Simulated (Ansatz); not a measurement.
Process, species as SMILES: [CH] (CH) → CH+ (singlet, bonded as [CH]) + e-
B3LYP-D3(BJ)/def2-TZVP geometries, fixed; electronic energies without zero-point terms.
Largest species:
```
C
H 1 1.1235
```
Charge 0, spin multiplicity 2.

Effect of a fitting basis named in the input at PBE0/aug-cc-pVTZ with Ansatz (an electronic-structure program), against the last row, where the adiabatic ionisation energy is 11.00 eV. An unrestricted PBE0 determinant is markedly spin-contaminated. Open shells are unrestricted. The default fits or decomposes integrals by the program's own choice; accuracy: high also tightens integrals, grids and stops.

| setting | largest shift of a total energy (mEh) | shift of the adiabatic ionisation energy (eV) |
|---|---|---|
| fitting: def2-SV(P)-JKFIT | -0.026 | 0.000 |
| fitting: def2-universal-JKFIT | -0.026 | 0.000 |
| fitting: cc-pVTZ-JKFIT | -0.013 | 0.000 |
| fitting: cc-pVQZ-JKFIT | -0.003 | 0.000 |
| fitting: cc-pV5Z-JKFIT | -0.003 | 0.000 |
| accuracy: high | 0.000 | 0.000 |
| accuracy: medium (default) | 0.000 | 0.000 |

Within 0.002 eV in the adiabatic ionisation energy: fitting: def2-SV(P)-JKFIT; fitting: def2-universal-JKFIT; fitting: cc-pVTZ-JKFIT; fitting: cc-pVQZ-JKFIT; fitting: cc-pV5Z-JKFIT; accuracy: high. The largest shift is 0.026 mEh in a total energy and 0.000 eV in the difference.
